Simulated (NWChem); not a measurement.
System: AlCl3; SMILES [Cl][Al]([Cl])[Cl]

```xyz
4

Al     0.0000     0.0000     0.0023
Cl    -2.0375     0.4560    -0.0002
Cl     1.4136     1.5365    -0.0002
Cl     0.6238    -1.9925    -0.0002
```
Atoms are numbered in this order, from 1.

Geometry: optimised at B3LYP/6-31G* (spherical d). B3LYP is NWChem's, with the RPA form of VWN correlation.

Task: List the 4 lowest vertical singlet excitations from B3LYP/def2-SVPD, full TDDFT (NWChem).

Result: 
| state | energy (eV) | oscillator strength | leading excitation (squared amplitude) |
|---|---|---|---|
| S1 | 6.20 | 0.000 | HOMO → LUMO (0.99) |
| S2 | 6.52 | 0.000 | HOMO → LUMO+1 (1.00) |
| S3 | 6.62 | 0.000 | HOMO−1 → LUMO (0.99) |
| S4 | 6.62 | 0.000 | HOMO−2 → LUMO (0.99) |
